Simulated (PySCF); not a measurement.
Theory: core-valence-separated Tamm–Dancoff BHandHLYP/aug-pcX-1 (pcseg-1 on H) in PySCF, non-relativistic, gas phase, PBE0-D3(BJ)/def2-SVP geometry. Absolute energies from this functional tend to lie a few eV below measured edges; no shift was applied.

Main lines of an unknown, eV (oscillator strength): C K: 285.4 (0.023), 285.7 (0.021), 286.0 (0.049), 286.0 (0.064), 286.1 (0.056). Listed: the first five lines at most of each edge with a tenth or more of its strongest line's intensity; roots within 0.03 eV on the same or equivalent atoms are summed. Only the lowest roots were sought, and the top ones are left out.

**Question.** Which candidate gives them?
A. `C=CCCC`
B. `C=CC(C)C`
C. `CC1(C)CC1`

**Answer.** C. 

- `CC1(C)CC1`: C K: 285.4 (0.023), 285.7 (0.021), 286.0 (0.049), 286.0 (0.064), 286.1 (0.056). First C line listed at 285.4 eV, hole on the methyl carbon.
- `C=CC(C)C`: C K: 282.6 (0.059), 282.7 (0.063), 285.4 (0.020), 285.6 (0.009), 285.9 (0.013). First C line listed at 282.6 eV, hole on the alkene CH carbon (1s→π*).
- `C=CCCC`: C K: 282.6 (0.051), 282.7 (0.071), 285.3 (0.009), 285.6 (0.009), 285.6 (0.010). First C line listed at 282.6 eV, hole on the terminal =CH2 carbon (1s→π*).

One conformer each; other structures than these candidates weren't tested.
